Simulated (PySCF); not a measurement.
Cartesian coordinates (Å):
SMILES: [O]C
```xyz
5

C      0.0066    -0.0162    -0.0492
O     -0.0079     1.3266    -0.1140
H      0.9826    -0.5028    -0.3236
H     -0.1290    -0.2741     1.0454
H     -0.8523    -0.5336    -0.5586
```
Charge 0, spin multiplicity 2.

Question: Give the total energy, highest occupied spin orbital and dipole moment at the level TPSSh-D3(BJ)/def2-TZVP // PBE-D3(BJ)/def2-SVP (PySCF).

Answer: 
```yaml
total_energy: -115.1051 Ha
highest_occupied_spin_orbital: -6.88 eV
dipole_moment: 2.02 D
```
